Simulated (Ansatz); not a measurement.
# AlH₄S+ (SMILES [AlH2][SH2+]): single points off equilibrium

How do the functionals fare away from a minimum? The structure is a structure displaced at random from a GFN2-xTB minimum.

Computed with Ansatz 0.2.0, Gaussian basis. Level: single points in def2-TZVPP.

Correlated methods freeze the cores.

## (1) Where the work starts

SMILES `[AlH2][SH2+]`, 6 atoms, charge 1, spin multiplicity 1.

Atoms are counted from 1 here; the program's logs count them from 0.

Bond lengths: Al1–S2 2.255 Å, Al1–H3 1.719 Å, Al1–H4 1.657 Å, S2–H5 1.282 Å, S2–H6 1.246 Å. Angles: S2–Al1–H3 131.9°, S2–Al1–H4 102.3°, H3–Al1–H4 125.2°, Al1–S2–H5 107.1°, Al1–S2–H6 94.9°, H5–S2–H6 96.4°.

Geometry (Å):

```xyz
6
charge 1, multiplicity 1
Al   -0.2664   -1.0070    0.1057
S    -0.4705    1.2184   -0.1989
H    -1.4055   -2.2892   -0.0029
H     1.3756   -1.1964    0.2262
H     0.5302    1.5953   -0.9060
H     0.0169    1.5228    0.9068
```

## (2) CCSD(T)/def2-TZVPP

Contents of run/in.yaml:

```yaml
crystal:
  periodic: [false, false, false]
  atoms:
    - {symbol: Al, position_ang: [-0.266400, -1.007000, 0.105700]}
    - {symbol: S, position_ang: [-0.470500, 1.218400, -0.198900]}
    - {symbol: H, position_ang: [-1.405500, -2.289200, -0.002900]}
    - {symbol: H, position_ang: [1.375600, -1.196400, 0.226200]}
    - {symbol: H, position_ang: [0.530200, 1.595300, -0.906000]}
    - {symbol: H, position_ang: [0.016900, 1.522800, 0.906800]}
basis:
  gaussian: {orbitals: def2-TZVPP}
total_charge: 1
correlation: {method: ccsd_t}
output: {forces: true}
```

No record of the launch command was kept for these runs.

## (3) PBE0-D4/def2-TZVPP

Changes to run/in.yaml since step 2:

```diff
@@ -12,3 +12,3 @@
 total_charge: 1
-correlation: {method: ccsd_t}
-output: {forces: true}
+hamiltonian: {xc: pbe0, dispersion: d4}
+output: {forces: true, orbitals: {seedname: orbitals}}
```

## (4) wB97M-V/def2-TZVPP

Changes to run/in.yaml since step 3:

```diff
@@ -12,3 +12,3 @@
 total_charge: 1
-hamiltonian: {xc: pbe0, dispersion: d4}
-output: {forces: true, orbitals: {seedname: orbitals}}
+hamiltonian: {xc: {name: wB97M-V}}
+output: {forces: true}
```

## (5) r2SCAN-D4/def2-TZVPP

Changes to run/in.yaml since step 4:

```diff
@@ -12,3 +12,3 @@
 total_charge: 1
-hamiltonian: {xc: {name: wB97M-V}}
+hamiltonian: {xc: r2scan, dispersion: d4}
 output: {forces: true}
```

## (6) PBE-D4/def2-TZVPP

Changes to run/in.yaml since step 5:

```diff
@@ -12,3 +12,3 @@
 total_charge: 1
-hamiltonian: {xc: r2scan, dispersion: d4}
+hamiltonian: {xc: pbe, dispersion: d4}
 output: {forces: true}
```

## (7) BHLYP-D4/def2-TZVPP

Changes to run/in.yaml since step 6:

```diff
@@ -12,3 +12,3 @@
 total_charge: 1
-hamiltonian: {xc: pbe, dispersion: d4}
+hamiltonian: {xc: {name: BHLYP}, dispersion: d4}
 output: {forces: true}
```

## (8) LC-wPBE/def2-TZVPP

Changes to run/in.yaml since step 7:

```diff
@@ -12,3 +12,3 @@
 total_charge: 1
-hamiltonian: {xc: {name: BHLYP}, dispersion: d4}
+hamiltonian: {xc: {name: LC-wPBE}}
 output: {forces: true}
```

(Steps that only read results are left out.)

**Question.** What will these runs give? Wanted: energy less free atoms, CCSD(T)/def2-TZVPP; RMS force component; RMS force error; HOMO and LUMO, PBE0-D4; T1 diagnostic.

The runs gave:

| quantity | value |
| --- | --- |
| energy less free atoms, CCSD(T)/def2-TZVPP | -6.805 eV |
| RMS force component | 1.680 to 1.807 eV/Å over the methods |
| RMS force error | PBE0-D4 0.083, wB97M-V 0.049, r2SCAN-D4 0.082, PBE-D4 0.200, BHLYP-D4 0.108, LC-wPBE 0.079 eV/Å |
| HOMO and LUMO, PBE0-D4 | -13.48 and -7.67 eV |
| T1 diagnostic | 0.011 |

What this shows: Against CCSD(T) the functionals' energies less atoms differ by -0.413 to +0.081 eV, PBE-D4 by -0.081 eV. CCSD(T) in triple zeta still lacks some correlation energy of the bonds, so part of these gaps is its own basis error and they don't rank the functionals. On forces the order runs from wB97M-V to PBE-D4.
